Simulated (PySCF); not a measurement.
Simulated outer-valence photoelectron spectrum of `[H]/N=C/C(Cl)Cl`. Method: EOM-IP-CCSD/aug-cc-pVDZ in PySCF, restricted Hartree–Fock reference, 13 core orbitals frozen, non-relativistic, gas phase, PBE0-D3(BJ)/def2-SVP geometry.

Each root has a Gaussian of 0.4 eV full width with its one-hole share as area; cross sections and vibrations are left out, and the highest printed point is 100.

| ionisation energy (eV) | intensity |
| --- | --- |
| 10.2 | 0 |
| 10.3 | 1 |
| 10.4 | 4 |
| 10.5 | 14 |
| 10.6 | 31 |
| 10.7 | 50 |
| 10.8 | 58 |
| 10.9 | 48 |
| 11.0 | 35 |
| 11.1 | 35 |
| 11.2 | 53 |
| 11.3 | 80 |
| 11.4 | 98 |
| 11.5 | 100 |
| 11.6 | 90 |
| 11.7 | 80 |
| 11.8 | 77 |
| 11.9 | 75 |
| 12.0 | 72 |
| 12.1 | 70 |
| 12.2 | 66 |
| 12.3 | 52 |
| 12.4 | 35 |
| 12.5 | 30 |
| 12.6 | 41 |
| 12.7 | 55 |
| 12.8 | 56 |
| 12.9 | 41 |
| 13.0 | 21 |
| 13.1 | 8 |
| 13.2 | 2 |
| 13.3 | 0 |
| 13.4 | 0 |
| 13.5 | 0 |
| 13.6 | 0 |
| 13.7 | 0 |
| 13.8 | 0 |
| 13.9 | 0 |
| 14.0 | 0 |
| 14.1 | 0 |
| 14.2 | 0 |
| 14.3 | 0 |
| 14.4 | 0 |
| 14.5 | 0 |
| 14.6 | 0 |
| 14.7 | 0 |
| 14.8 | 0 |
| 14.9 | 1 |
| 15.0 | 6 |
| 15.1 | 18 |
| 15.2 | 39 |
| 15.3 | 65 |
| 15.4 | 84 |
| 15.5 | 89 |
| 15.6 | 79 |
| 15.7 | 57 |
| 15.8 | 32 |
| 15.9 | 13 |
| 16.0 | 4 |
| 16.1 | 1 |
| 16.2 | 0 |

**Question.** Where are the maxima, and how many lines lie under the curve?

**Answer.** 4 maxima, at 10.8, 11.5, 12.8 and 15.5 eV, from 8 lines. At this width some lines have no maximum of their own.

**Question.** List the lines with their holes.

**Answer.** 
| E (eV) | leading hole (HF orbital) | area | Koopmans (eV) |
| --- | --- | --- | --- |
| 10.79 | HOMO | 0.94 | 12.15 |
| 11.34 | HOMO-1 | 0.95 | 12.21 |
| 11.53 | HOMO-3 | 0.95 | 12.64 |
| 11.86 | HOMO-2 | 0.95 | 12.59 |
| 12.20 | HOMO-4 | 0.95 | 13.33 |
| 12.76 | HOMO-5 | 0.95 | 13.40 |
| 15.37 | HOMO-7 | 0.94 | 16.67 |
| 15.60 | HOMO-6 | 0.94 | 16.57 |

The widest gap, 2.61 eV, lies between 12.76 and 15.37 eV. Only orbitals with −ε under 21 eV, eight at most, were ionised, so the high end of the curve may lack lines.

The values belong to the conformer `[H]/[N:1]=[CH:2]/[CH:3]([Cl:4])[Cl:5]`: N1–C2–C3–Cl4 -119°.
